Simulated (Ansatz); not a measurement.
System: CH4N, charge 0, doublet. CH4N (SMILES C[NH], doublet).
B3LYP-D3(BJ)/def2-TZVP minimum from Ansatz (a quantum-chemistry and plane-wave program):
```xyz
6

C      0.0571     0.6220     0.0514
N     -0.0053    -0.8134     0.0521
H     -0.9486     1.0689     0.0351
H     -0.5105    -1.0936    -0.7957
H      0.5859     0.9841     0.9335
H      0.5674     1.0026    -0.8464
```
Charge 0, spin multiplicity 2.

Hartree-Fock and MP2 correlation energies in hartree (Ansatz). Radicals and triplets start from unrestricted determinants; spin-orbit coupling is neglected. Correlated methods leave the cores frozen. No relativity.

| basis | X | E(HF) | E(corr, MP2) |
|---|---|---|---|
| cc-pVTZ | 3 | -94.63067 | -0.35510 |
| cc-pVQZ | 4 | -94.63773 | -0.37953 |
| cc-pV5Z | 5 | -94.63959 | withheld |

Task: Fit E(corr) = E∞ + A/X³ to X = 3 and 4, predict X = 5, and compare with the run.

Result: A = (-0.35510 - (-0.37953))/(1/27 - 1/64) = 1.1409; E∞ = -0.37953 - A/64 = -0.39736; at X = 5, E∞ + A/125 = -0.38823. The run gave -0.38896, 0.73 mEh below the prediction. The same form on X = 4 and 5 gives E∞ = -0.39885, 1.50 mEh below the first estimate.
